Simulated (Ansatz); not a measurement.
Molecule: C$_{3}$H$_{3}$, charge 0, multiplicity 2. SMILES: [CH]1C=C1

Atoms: C1, C2, C3, H4, H5, H6. Bonds: C1-C2, C1-C3, C1-H4, C2-C3, C2-H5, C3-H6.

Bond lengths (Å) and angles (degrees) optimised at HF/6-31G* with Ansatz (a first-principles code); PBE/6-31G* with Ansatz; B3LYP/6-31G* with Ansatz, each started from the B3LYP-D3(BJ)/def2-TZVP structure (Ansatz) of the last column. A row stands for all coordinates that are equal there. 6-31G* holds six Cartesian d functions. No wavenumbers were computed at PBE/6-31G*, so these may be saddle points.

```
coordinate  HF/6-31G*  PBE/6-31G*  B3LYP/6-31G*  B3LYP-D3(BJ)/def2-TZVP
----------  ---------  ----------  ------------  ----------------------
C1-C2           1.455       1.471         1.465                   1.455
C1-H4           1.082       1.103         1.095                   1.089
C2-C3           1.293       1.324         1.314                   1.308
C2-H5           1.068       1.089         1.081                   1.076
C2-C1-C3         52.8        53.5          53.3                    53.4
C1-C2-C3         63.6        63.2          63.3                    63.3
C2-C1-H4        128.7       128.2         128.5                   129.6
C1-C2-H5        147.5       148.3         148.3                   148.4
C3-C2-H5        148.8       148.4         148.4                   148.3
```

Mean signed difference of all 6 bond lengths from B3LYP-D3(BJ)/def2-TZVP: HF/6-31G* -0.006 Å, PBE/6-31G* 0.015 Å, B3LYP/6-31G* 0.007 Å.
